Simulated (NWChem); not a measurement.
# C2H6Si (SMILES C[Si]C) at 6 levels

We compute a comparison of 6 runs (HF/6-311+G**, PBE/6-311+G**, B3LYP/6-311+G**, PBE0/6-311+G**, SVWN5/6-311+G**, MP2/6-311+G**) of C2H6Si. 

Program for the calculation: NWChem 7.3.0.

### Step 1. Starting point

C2H6Si has 9 atoms, charge 0, and is taken as a singlet. SMILES: `C[Si]C`. The C3–H9 distance was set to 1.432 Å, away from the relaxed value.

Bond lengths: C1–Si2 1.896 Å, Si2–C3 1.896 Å, C1–H4 1.102 Å, C1–H5 1.091 Å, C1–H6 1.095 Å, C3–H7 1.095 Å, C3–H8 1.091 Å. Angles: C1–Si2–C3 97.8°, Si2–C1–H4 105.3°, Si2–C1–H5 113.7°, Si2–C1–H6 114.0°, Si2–C3–H7 113.9°, Si2–C3–H8 113.7°, H4–C1–H5 107.1°, H4–C1–H6 106.4°, H5–C1–H6 109.8°, H7–C3–H8 109.8°. A long bond or contact: C3–H9 1.432 Å.

### Step 2. A single-point energy at HF/6-311+G(d,p) (run 1)

The input, c2h6si.nw:

```
start c2h6si
title "C2H6Si"
memory 2200 mb
geometry units angstrom noautosym nocenter noautoz
  C     -0.655451     0.845610    -1.033597
  Si     0.768749    -0.401390    -1.141097
  C      0.473849    -1.271090     0.517703
  H     -1.558751     0.278710    -1.310497
  H     -0.567751     1.673310    -1.739297
  H     -0.831551     1.235010    -0.025697
  H     -0.583651    -1.394690     0.772703
  H      0.989849    -2.228290     0.609003
  H      1.028800    -0.397000     1.507100
end
basis spherical bse
  * library 6-311+G**
end
scf
  thresh 1e-08
  maxiter 80
end
task scf energy
```

Launch:

```console
$ nwchem c2h6si.nw > c2h6si.out
```

What it wrote:

```text
[...]
  functions       =   110
[...]
  wavefunction    = RHF
[...]
         Total SCF energy =   -368.098454722641
      One-electron energy =   -698.637122361889
      Two-electron energy =    233.905500649710
 Nuclear repulsion energy =     96.633166989537
        Time for solution =     15.1s
[...]
```

Run time: 16 s. Hardware: 1 thread of Intel Xeon 6975P-C (Granite Rapids), shared host; peak memory 0.093 GiB.

### Step 3. The energy at PBE/6-311+G(d,p) (run 2)

The input, run.py:

```python
from ase import Atoms
from ase.calculators.nwchem import NWChem

system = Atoms(['C', 'Si', 'C', 'H', 'H', 'H', 'H', 'H', 'H'], positions=[
    [-0.655451, 0.845610, -1.033597],
    [0.768749, -0.401390, -1.141097],
    [0.473849, -1.271090, 0.517703],
    [-1.558751, 0.278710, -1.310497],
    [-0.567751, 1.673310, -1.739297],
    [-0.831551, 1.235010, -0.025697],
    [-0.583651, -1.394690, 0.772703],
    [0.989849, -2.228290, 0.609003],
    [1.028800, -0.397000, 1.507100],
])

calc = NWChem(
    label='c2h6si',
    theory='dft',
    memory='2200 mb',
    basis='6-311+G**',
    basispar='spherical bse',
    dft={'xc': 'xpbe96 cpbe96', 'mult': '1', 'grid': 'fine', 'convergence': 'energy 1e-08', 'iterations': '100', 'mulliken': None, 'print': 'low'},
    task='energy',
)
system.calc = calc

print(f"energy = {system.get_potential_energy():.6f} eV")
```

Launch:

```console
$ export ASE_NWCHEM_COMMAND="nwchem PREFIX.nwi > PREFIX.nwo"
$ python run.py
```

What it wrote:

```text
energy = -10040.840351 eV
```

The calculator wrote c2h6si.nwi:

```
title "c2h6si"

permanent_dir c2h6si

scratch_dir c2h6si

start c2h6si

geometry units angstrom nocenter noautosym noautoz
  C  -6.5545100000000001e-01 8.4560999999999997e-01 -1.0335970000000001e+00
  Si 7.6874900000000002e-01 -4.0139000000000002e-01 -1.1410970000000000e+00
  C  4.7384900000000002e-01 -1.2710900000000001e+00 5.1770300000000002e-01
  H  -1.5587510000000000e+00 2.7871000000000001e-01 -1.3104970000000000e+00
  H  -5.6775100000000001e-01 1.6733100000000001e+00 -1.7392970000000001e+00
  H  -8.3155100000000004e-01 1.2350099999999999e+00 -2.5697000000000001e-02
  H  -5.8365100000000003e-01 -1.3946900000000000e+00 7.7270300000000003e-01
  H  9.8984899999999998e-01 -2.2282899999999999e+00 6.0900299999999996e-01
  H  1.0287999999999999e+00 -3.9700000000000002e-01 1.5071000000000001e+00
end

memory 2200 mb

basis spherical bse noprint
   * library 6-311+G**
end

dft
  xc xpbe96 cpbe96
  mult 1
  grid fine
  convergence energy 1e-08
  iterations 100
  mulliken
  print low
end

task dft energy
```

c2h6si.nwo:

```text
Northwest Computational Chemistry Package (NWChem) 7.3.0
             --------------------------------------------------------

           Job information
           ---------------

    nwchem branch   = 7.3.0
    use scalapack   = T
    input           = c2h6si.nwi
    prefix          = c2h6si.
    data base       = c2h6si/c2h6si.db
    status          = startup
    nproc           =        1

           Memory information
           ------------------

    heap     =     72089594 doubles =      550.0 Mbytes
    stack    =     72089599 doubles =      550.0 Mbytes
    global   =    144179200 doubles =     1100.0 Mbytes (distinct from heap & stack)
    total    =    288358393 doubles =     2200.0 Mbytes
    verify   = yes
    hardfail = no

[... 37 lines left out ...]
            Nuclear Dipole moment (a.u.)
[... 77 lines left out ...]
   convergence    iter        energy       DeltaE   RMS-Dens  Diis-err    time
[... 13 lines left out ...]
         Total DFT energy =     -368.994079992394
      One electron energy =     -699.142782759832
           Coulomb energy =      267.123087812251
    Exchange-Corr. energy =      -33.607552034350
 Nuclear repulsion energy =       96.633166989537
[... 17 lines left out ...]
     -------------------------------------------
      Total Density - Lowdin Population Analysis
     -------------------------------------------

    Atom       Charge   Shell Charges
 -----------   ------   -------------------------------------------------------
    1 C    6     6.49   1.05  0.92  0.62  0.51  1.47  0.34  1.18  0.10  0.24  0.05
    2 Si  14    13.45   0.90  1.08  0.95  1.02  0.67  0.50  2.15  3.52  0.77  1.06  0.41  0.17  0.10  0.14
    3 C    6     6.51   1.05  0.92  0.59  0.55  1.40  0.37  1.21  0.11  0.26  0.05
[... 5 lines of this table left out ...]
    9 H    1     0.86   0.20  0.41  0.22  0.03

 Task  times  cpu:       18.1s     wall:       18.1s
 Total times  cpu:       18.1s     wall:       18.1s
```

Wall time 19 s (1 thread of Intel Xeon 6975P-C (Granite Rapids), shared host); peak memory 0.11 GiB.

Runs 3 to 4 aren't shown in full; the table further down has their settings and results.

### Step 4. A single-point energy at SVWN5/6-311+G(d,p) (run 5)

The input, run.py:

```python
from ase import Atoms
from ase.calculators.nwchem import NWChem

atoms = Atoms(['C', 'Si', 'C', 'H', 'H', 'H', 'H', 'H', 'H'], positions=[
    [-0.655451, 0.845610, -1.033597],
    [0.768749, -0.401390, -1.141097],
    [0.473849, -1.271090, 0.517703],
    [-1.558751, 0.278710, -1.310497],
    [-0.567751, 1.673310, -1.739297],
    [-0.831551, 1.235010, -0.025697],
    [-0.583651, -1.394690, 0.772703],
    [0.989849, -2.228290, 0.609003],
    [1.028800, -0.397000, 1.507100],
])

calc = NWChem(
    label='m1',
    theory='dft',
    memory='2200 mb',
    basis='6-311+G**',
    basispar='spherical bse',
    dft={'xc': 'slater vwn_5', 'mult': '1', 'grid': 'fine', 'convergence': 'energy 1e-08', 'iterations': '100', 'mulliken': None},
    task='energy',
)
atoms.calc = calc

e = atoms.get_potential_energy()
print(f"E = {e:.6f} eV")
print("dipole (e A):", atoms.get_dipole_moment().round(4))
```

Launch:

```console
$ export ASE_NWCHEM_COMMAND="nwchem PREFIX.nwi > PREFIX.nwo"
$ python run.py
```

What it wrote:

```text
E = -9995.755293 eV
dipole (e A): [-0.2127  0.0335  0.1973]
```

The calculator wrote m1.nwi:

```
title "m1"

permanent_dir m1

scratch_dir m1

start m1

geometry units angstrom nocenter noautosym noautoz
  C  -6.5545100000000001e-01 8.4560999999999997e-01 -1.0335970000000001e+00
  Si 7.6874900000000002e-01 -4.0139000000000002e-01 -1.1410970000000000e+00
  C  4.7384900000000002e-01 -1.2710900000000001e+00 5.1770300000000002e-01
  H  -1.5587510000000000e+00 2.7871000000000001e-01 -1.3104970000000000e+00
  H  -5.6775100000000001e-01 1.6733100000000001e+00 -1.7392970000000001e+00
  H  -8.3155100000000004e-01 1.2350099999999999e+00 -2.5697000000000001e-02
  H  -5.8365100000000003e-01 -1.3946900000000000e+00 7.7270300000000003e-01
  H  9.8984899999999998e-01 -2.2282899999999999e+00 6.0900299999999996e-01
  H  1.0287999999999999e+00 -3.9700000000000002e-01 1.5071000000000001e+00
end

memory 2200 mb

basis spherical bse noprint
   * library 6-311+G**
end

dft
  xc slater vwn_5
  mult 1
  grid fine
  convergence energy 1e-08
  iterations 100
  mulliken
end

task dft energy
```

m1.nwo:

```text
Northwest Computational Chemistry Package (NWChem) 7.3.0
             --------------------------------------------------------

           Job information
           ---------------

    nwchem branch   = 7.3.0
    use scalapack   = T
    input           = m1.nwi
    prefix          = m1.
    data base       = m1/m1.db
    status          = startup
    nproc           =        1

           Memory information
           ------------------

    heap     =     72089594 doubles =      550.0 Mbytes
    stack    =     72089599 doubles =      550.0 Mbytes
    global   =    144179200 doubles =     1100.0 Mbytes (distinct from heap & stack)
    total    =    288358393 doubles =     2200.0 Mbytes
    verify   = yes
    hardfail = no

[... 103 lines left out ...]
  convergence criterion.
[... 18 lines left out ...]
          Convergence on density requested:  1.00D-05
[... 21 lines left out ...]
          Convergence Information
[... 58 lines left out ...]
   convergence    iter        energy       DeltaE   RMS-Dens  Diis-err    time
[... 16 lines left out ...]
           Coulomb energy =      266.932274885652
[... 7 lines left out ...]
                       DFT Final Molecular Orbital Analysis
[... 808 lines left out ...]
 center of mass
 --------------
 x =   0.57948504 y =  -0.55935301 z =  -1.24746354

 moments of inertia (a.u.)
 ------------------
         264.894218787990          76.739733362699         -10.957515794499
          76.739733362699         214.335094420405          83.199860184002
         -10.957515794499          83.199860184002         227.649451698135

     Multipole analysis of the density
     ---------------------------------

     L   x y z        total         alpha         beta         nuclear
     -   - - -        -----         -----         ----         -------
     0   0 0 0     -0.000000    -16.000000    -16.000000     32.000000

     1   1 0 0     -0.401875     -7.901400     -7.901400     15.400925
[... 8 lines of this table left out ...]
     2   0 0 2    -23.373075    -72.805285    -72.805285    122.237495

 Task  times  cpu:       13.1s     wall:       13.1s
 Total times  cpu:       13.1s     wall:       13.1s
```

Wall time 14 s (1 thread of Intel Xeon 6975P-C (Granite Rapids), shared host); peak memory 0.12 GiB.

### Step 5. A single-point energy at MP2/6-311+G(d,p) (run 6)

The input, calc.nw:

```
START calc
TITLE "C2H6Si energy"
memory 2200 mb

GEOMETRY units angstroms noautosym nocenter noautoz
  C    -0.655451    0.845610   -1.033597
  Si    0.768749   -0.401390   -1.141097
  C     0.473849   -1.271090    0.517703
  H    -1.558751    0.278710   -1.310497
  H    -0.567751    1.673310   -1.739297
  H    -0.831551    1.235010   -0.025697
  H    -0.583651   -1.394690    0.772703
  H     0.989849   -2.228290    0.609003
  H     1.028800   -0.397000    1.507100
END

BASIS "ao basis" spherical bse
  * library 6-311+G**
END

SCF
  singlet
  rhf
  thresh 1e-08
  maxiter 80
  print low
END

MP2
  freeze core 7
  tight
END

TASK mp2
```

Launch:

```console
$ nwchem calc.nw > calc.out
```

What it wrote:

```text
[...]
  functions       =   110
[...]
  wavefunction    = RHF
[...]
         Total SCF energy =   -368.098454722641
      One-electron energy =   -698.637122361889
      Two-electron energy =    233.905500649710
 Nuclear repulsion energy =     96.633166989537
        Time for solution =     14.7s
[...]
          Total MP2 energy          -368.497628538757
[...]
```

It took 18 s on 1 thread of Intel Xeon 6975P-C (Granite Rapids), shared host; peak memory 0.29 GiB.

### Step 6. The series

| run | level | iteration cap | module | energy (Eh) | dipole moment (D) | HOMO energy (eV) | LUMO energy (eV) | wall time |
| --- | --- | --- | --- | --- | --- | --- | --- | --- |
| 1 | HF/6-311+G** | 80 | scf | -368.098455 | 1.29 | -8.37 | 0.80 | 16 s |
| 2 | PBE/6-311+G** | 100 | dft | -368.994080 | – | – | – | 19 s |
| 3 | B3LYP/6-311+G** | 100 | dft | -369.288475 | 1.19 | -5.88 | -2.39 | 15 s |
| 4 | PBE0/6-311+G** | 100 | dft | -369.032626 | 1.34 | -6.03 | -2.19 | 15 s |
| 5 | SVWN5/6-311+G** | 100 | dft | -367.337235 | 1.40 | -5.07 | -3.18 | 14 s |
| 6 | MP2/6-311+G** | 80 | mp2 | -368.497629 | – | – | – | 18 s |

### Step 7. Results

| quantity | value |
| --- | --- |
| run 6: total energy | -368.49763 Eh |
| run 6: correlation energy (7 core orbitals frozen) | -399.2 mEh |

What this shows: Over runs 1, 3, 4, 5 the dipole moment (its size) runs from 1.19 D (B3LYP/6-311+G**) to 1.40 D (SVWN5/6-311+G**). Over runs 1, 3, 4, 5 the HOMO–LUMO gap runs from 1.89 eV (SVWN5/6-311+G**) to 9.17 eV (HF/6-311+G**). Exact exchange widens orbital gaps. Totals of different functionals can't be ranked against each other. All runs together took 98 s, the longest 19 s.
